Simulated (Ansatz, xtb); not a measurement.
**Relative energy of two isomers of AlH2O**

We compare I, `[O][AlH2]`, a doublet, with II, `[OH][AlH]`, a doublet. Both are isolated molecules in the gas phase, relaxed with PBE0-D4/def2-TZVP; the shapes shown needn't be the lowest conformers.

I (Å):

```yaml
atoms:
  - { symbol: Al, position_ang: [0.6368, 0.0067, 2.3048] }
  - { symbol: O, position_ang: [-0.1958, -1.5065, 2.3310] }
  - { symbol: H, position_ang: [1.3947, 0.3983, 3.6329] }
  - { symbol: H, position_ang: [0.5422, 0.8209, 0.9558] }
```

II (Å):

```yaml
atoms:
  - { symbol: Al, position_ang: [-0.3083, -0.2104, 0.3520] }
  - { symbol: O, position_ang: [0.8970, 0.9645, 0.1179] }
  - { symbol: H, position_ang: [-0.9528, -0.3649, 1.8222] }
  - { symbol: H, position_ang: [1.2288, 1.5502, 0.7981] }
```

Estimate E(II) − E(I) at the level CCSD(T)/def2-TZVPP.

Calculated at CCSD(T)/def2-TZVPP: E(II) − E(I) = −151.9 kJ/mol, so structure II lies lower.

How the difference moves with the method:

```
             level           geometry  E(II) − E(I) (kJ/mol)  departure from the last row (kJ/mol)  job, with rough time for the two
 PBE0-D4/def2-TZVP  PBE0-D4/def2-TZVP                  −153.8                                  −1.9                optimisation, 88 s
     HF/def2-TZVPP  PBE0-D4/def2-TZVP                   −88.9                                 +63.0           part of the CCSD(T) run
    MP2/def2-TZVPP  PBE0-D4/def2-TZVP                  −186.2                                 −34.4           part of the CCSD(T) run
CCSD(T)/def2-TZVPP  PBE0-D4/def2-TZVP                  −151.9                                                      single point, 25 s
```

As drawn, II has 1 O–H in place of 1 Al–H.

The levels shown agree on the order. The largest departure from CCSD(T)/def2-TZVPP is that of HF/def2-TZVPP, 63.0 kJ/mol. Levels run at GFN2-xTB geometries aren't shown.

With harmonic frequencies from PBE0-D4/def2-TZVP (ideal gas, rigid rotor, one conformer each, 298.15 K, 1 atm): the zero-point term adds +9.8 kJ/mol; ΔH is −141.8 and ΔG −143.4 kJ/mol.

Open shells are spin-unrestricted. The correlated steps freeze 6 core orbitals. Programs: Ansatz 0.2.0; the last row on 1 thread of Arm Neoverse N1 on a shared host.
